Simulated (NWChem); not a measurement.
**Spin states of Si2**

```xyz
2

Si     0.0000     0.0000     1.0766
Si     0.0000     0.0000    -1.0766
```
Charge 0, spin multiplicity 3.

Program: NWChem. The geometry was optimised at UPBE0/def2-SVP, a minimum by its harmonic frequencies.

Basis set: def2-TZVP. The gap is E(triplet) − E(singlet) at the geometry of the triplet, so a negative value puts the higher spin lower. Open shells are unrestricted, coupled cluster uses restricted open-shell references, and the singlet is the closed-shell solution. Where the lowest singlet needs several determinants, the single determinant used here isn't a pure state and places it wrongly.

The correlated methods keep 10 core orbitals frozen. B3LYP has NWChem's definition, with VWN1-RPA local correlation. This spin state was chosen for the runs; another may lie lower. The structure started from a generated list of species. The unpaired electrons of the parent sit in orbitals of symmetry ag and b2u (D2h labels of the run); other states weren't searched. The stability of the SCF solutions was not checked. Open-shell Hartree-Fock references start from PBE0 orbitals. Coupled-cluster values serve here as a point of comparison, not as the truth.

For the vertical singlet-triplet gap, CCSD(T) gives -16.0 kcal/mol and MP2 gives -14.2 kcal/mol. What do B3LYP, CR-CCSD(T), CAM-B3LYP give?

B3LYP: -24.6 kcal/mol; CR-CCSD(T): -18.0 kcal/mol; CAM-B3LYP: -28.5 kcal/mol.
